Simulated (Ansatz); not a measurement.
# PO (Phosphorus monoxide) at UB3LYP/STO-3G

Aim: the energy change on altering one bond length of PO (Phosphorus monoxide) at UB3LYP/STO-3G, from 2 runs. 

Program for the calculation: Ansatz 0.2.0.

36 further runs of the same task are left out: 5 that didn't finish, 31 set aside as unsound or not needed.

### 1 The molecule

PO has 2 atoms, charge 0, and is taken as a doublet. SMILES: `O=[P]`. The shape is that of a PBE0-D4/def2-TZVP optimisation.

Bond lengths: O1–P2 1.474 Å.

### 2 The energy at UB3LYP/STO-3G

Contents of input.yaml:

```yaml
crystal:
  periodic: [false, false, false]
  atoms:
    - {symbol: O, position_ang: [0.000000, -0.000000, -0.009450]}
    - {symbol: P, position_ang: [-0.000000, 0.000000, 1.464540]}
basis:
  gaussian: {orbitals: STO-3G}
magnetization: {spin_polarized: true, initial_magnetization: 1}
hamiltonian: {xc: {name: B3LYP}}
accuracy: high
```

On the command line:

```
$ ansatz run input.yaml --threads 1 --pin off --max-ram 3480MiB --events-out events.jsonl --progress --plain --runs-dir runs
```

Standard output:

```text
Warning: RAYON_NUM_THREADS=1 ignored (pool sized by the plan → 1); use --threads N
Functional definition: B3LYP
  name "B3LYP"
  parameter a0 = 0.2
  parameter ax = 0.72
  parameter ac = 0.81
  exchange = (1 - a0 - ax)*slater_x + ax*b88_x + a0*exact_x
  correlation = (1 - ac)*vwn_rpa_c + ac*lyp_c
224 factors; integrals over basis functions are off by at most 1.2e-8 eV
mean field evaluation 1: about -11196.8217 eV, gradient 2.0e1 eV
mean field evaluation 2: about -11172.7609 eV, gradient 6.3e1 eV
mean field evaluation 4: about -11199.8290 eV, gradient 4.7e-1 eV
mean field evaluation 8: about -11199.8277 eV, gradient 1.6e-1 eV
mean field evaluation 16: about -11199.8279 eV, gradient 4.0e-8 eV
mean field -11199.82785732 eV, -411.5860822406 hartree, gradient 4.0e-8 eV, S^2 0.750250; 0 other end points of the search recorded, 0 dependent functions left out
reference -11199.82787463 eV, -411.5860828766 hartree; 12, 11 occupied and 2, 3 virtual orbitals, 224 factors
Total energy: -11199.82787463 eV, -411.5860828766 hartree
```

Wall time 0.66 s (1 thread of Intel Xeon Platinum 8488C (Sapphire Rapids), shared host); peak memory 0.12 GiB.

### 3 The distorted shape, same level

Contents of molecule.yaml:

```yaml
crystal:
  periodic: [false, false, false]
  atoms:
    - symbol: O
      position_ang: [0.000000, -0.000000, -0.377960]
    - symbol: P
      position_ang: [-0.000000, 0.000000, 1.464540]
basis:
  gaussian:
    orbitals: STO-3G
accuracy: high
hamiltonian:
  xc: {name: B3LYP}
magnetization:
  spin_polarized: true
  initial_magnetization: 1
```

On the command line:

```
$ ansatz run molecule.yaml --threads 1 --pin off --max-ram 3480MiB --events-out events.jsonl --progress --plain --runs-dir runs
```

Standard output, shortened:

```text
Warning: RAYON_NUM_THREADS=1 ignored (pool sized by the plan → 1); use --threads N
[... 7 set-up lines as earlier in the session ...]
224 factors; integrals over basis functions are off by at most 1.5e-8 eV
mean field evaluation 1: about -11190.0103 eV, gradient 3.1e1 eV
mean field evaluation 2: about -11115.1895 eV, gradient 6.6e1 eV
mean field evaluation 4: about -11185.8001 eV, gradient 3.6e1 eV
mean field evaluation 8: about -11198.4899 eV, gradient 1.3e-1 eV
mean field evaluation 16: about -11191.2726 eV, gradient 1.9e1 eV
mean field evaluation 32: about -11197.0462 eV, gradient 7.7e-1 eV
mean field -11198.61638211 eV, -411.5415613478 hartree, gradient 2.8e-8 eV, S^2 1.279426; 4 other end points of the search recorded, 0 dependent functions left out
reference -11198.61639986 eV, -411.5415620002 hartree; 12, 11 occupied and 2, 3 virtual orbitals, 224 factors
Total energy: -11198.61639986 eV, -411.5415620002 hartree
```

Run time: 1.7 s. Hardware: 1 thread of Intel Xeon Platinum 8488C (Sapphire Rapids), shared host; peak memory 0.12 GiB.

### 4 What came out

At UB3LYP/STO-3G:

| quantity | value |
| --- | --- |
| first shape: total energy | -411.58608 Eh |
| first shape: ⟨S²⟩ | 0.750 |
| distorted shape: total energy | -411.54156 Eh |
| distorted shape: ⟨S²⟩ | 1.279 |
| energy change with the O1–P2 bond stretched from 1.474 to 1.843 Å | 1.211 eV |

With the O1–P2 bond stretched from 1.474 to 1.843 Å the energy rises by 1.21 eV (117 kJ/mol). The first shape isn't relaxed at this level, so the change isn't measured from a minimum. The minimal basis adds a large error of its own. ⟨S²⟩ (distorted shape) is 1.28 where a pure doublet has 0.75: the reference is spin-contaminated.
